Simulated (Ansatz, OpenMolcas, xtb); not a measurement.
**Ligand exchange: NOF + HOF → HNO2 + F2**

Species: NOF (nitrosyl fluoride) `O=NF`, singlet; HOF `OF`, singlet; HNO2 (nitrous acid) `O=NO`, singlet; F2 (fluorine), singlet. The partners trade F for OH: N–F and F–OH bonds give way to N–OH and F–F.

Shapes, held fixed at every level: PBE0-D4/def2-TZVP. Flexible molecules stand in one conformer, not always the lowest. Programs: Ansatz 0.2.0, OpenMolcas 26.06, xtb 6.7.1. Electronic energies: no zero-point or thermal term.

```tsv
level	kind	ΔE (kJ/mol)	CPU time (sum over the molecules)
GFN2-xTB	semi-empirical	+55.9	0.21 s
HF/3-21G	Hartree–Fock	+66.7	0.37 s
PBE/STO-3G	GGA	+0.2	1.6 s
r2SCAN/STO-3G	meta-GGA	-4.2	3.9 s
r2SCAN0/STO-3G	global hybrid	-19.0	4.2 s
MP2/STO-3G	perturbation theory	-29.9	0.25 s
CCSD(T)/STO-3G	coupled cluster or CI	-28.4	0.42 s
CCSDT(Q)/STO-3G	coupled cluster or CI	-24.3	1.1 s
B3LYP/6-31G* (spherical functions)	global hybrid	+84.2	4.2 s
```

B3LYP/6-31G* (spherical functions) gives ΔE = +84.2 kJ/mol; the levels span -29.9 to +84.2. They disagree on the sign: 4 of 9 are positive. The median of the levels is -4.2. No measured value is set beside it here. T1 is large for NOF (0.027), HNO2 (0.022), so single-reference values are less sure there. B3LYP/6-31G* (spherical functions) lies outside the range of all other levels here, so it shouldn't be taken on trust. Times are processor times on shared x86 and Arm servers, and rough. Rows in sets without polarisation functions are far from converged.
